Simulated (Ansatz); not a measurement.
A made-up structure of C2H5Si (charge -1), singlet:

C1  (-0.917, 0.989, -0.893)
Si2  (0.767, -0.736, 0.701)
C3  (0.693, 1.002, -0.195)
H4  (-1.636, 0.168, -0.801)
H5  (-1.298, 1.830, -1.477)
H6  (1.008, -0.570, 2.091)
H7  (1.845, -1.511, 0.199)
H8  (-0.433, -1.478, 0.539)
(Å)

It is relaxed with PBE-D4/def2-SVPD and then PBE0-D4/def2-TZVPD (Ansatz 0.2.0). Atoms count as bonded within 1.22 times the sum of their covalent radii (H–H: 0.88 Å). The end point is not checked to be a true minimum.

Question: Does its bonding change? (A judgement: the text doesn't fix the answer.)

Answer: By the calculation: No: no bond forms or breaks.

Where it ends: The first stage lowers the energy by 2.37 eV in 8 steps. It ends as C₂H₅Si ([CH2][C][SiH3]), total charge -1:
C1  (-0.818, 1.015, -0.863)
Si2  (0.681, -0.694, 0.644)
C3  (0.367, 0.851, -0.260)
H4  (-1.655, 0.285, -0.870)
H5  (-1.070, 1.929, -1.426)
H6  (1.020, -0.459, 2.095)
H7  (1.889, -1.435, 0.126)
H8  (-0.387, -1.797, 0.720)
(Å)

Labels in which every atom is bracketed show which atoms are joined, not bond orders.

For scale, one of the runs: PBE0-D4/def2-TZVPD relaxation, 162 basis functions, launched by `ansatz run in.yaml --threads 2 --pin off --events-out ev --progress --plain --max-ram 4352MiB`. Hardware: 2 CPU threads of an Intel Xeon Platinum 8559C, shared host. Wall time about 22 s.
